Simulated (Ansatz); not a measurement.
`O=N[O-]`. Charge -1, multiplicity 1.

Z-matrix (Å, degrees):
```
N
O 1 1.245
O 1 1.245 2 116.8
```

(1) Give the diagnostics of a CCSD(T)/def2-TZVPPD run (frozen core, the Gaussian-basis code of Ansatz). (Best estimate.)

Results:

(1) The calculation gave: T1 = 0.0246, largest single amplitude 0.067, largest double 0.081, (T) share of the correlation energy 4.9 %, 12 CCSD cycles. The RHF solution is stable towards an unrestricted one. T1 lies over the customary mark of 0.02 for closed shells.
